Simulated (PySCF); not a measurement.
Mapped SMILES: `[Cl:1][c:2]1[cH:3][cH:4][cH:5][cH:6][cH:7]1` (H(Xn): hydrogen on atom n).

Geometry: PBE0-D3(BJ)/def2-TZVP; GIAO absolute shieldings from PySCF 2.14, gas phase, non-relativistic, averaged over equivalent atoms.

At wB97X-D/pcSseg-2 (329 basis functions, 2.2 min wall time (4.1 min CPU) on 2 threads of an Intel Xeon, shared host):
| atoms | σ (ppm) |
| --- | --- |
| Cl1 | 711.1 |
| C2 | 34.1 |
| C4/C6 | 45.6 |
| C3/C7 | 45.8 |
| C5 | 49.3 |
| H(C3)/H(C7) | 23.93 |
| H(C4)/H(C6) | 24.00 |
| H(C5) | 24.11 |

Problem. What do these become at KT3/pcSseg-2?

Solution. 
```tsv
atoms	σ at KT3/pcSseg-2	change
Cl1	695.0	-16.1
C2	43.1	+9.0
C4/C6	55.9	+10.3
C3/C7	55.6	+9.8
C5	60.0	+10.7
H(C3)/H(C7)	24.23	+0.30
H(C4)/H(C6)	24.32	+0.32
H(C5)	24.45	+0.34
```

The largest change is at Cl1 (chlorine bonded to C). Cost: 329 basis functions, 2.2 min wall time (3.9 min CPU) on 2 threads of an Intel Xeon, shared host. The order of the carbon signals changes between the two levels.

Carbons that carry Cl, above all several Cl atoms, come out too deshielded, partly because spin–orbit coupling is missing.
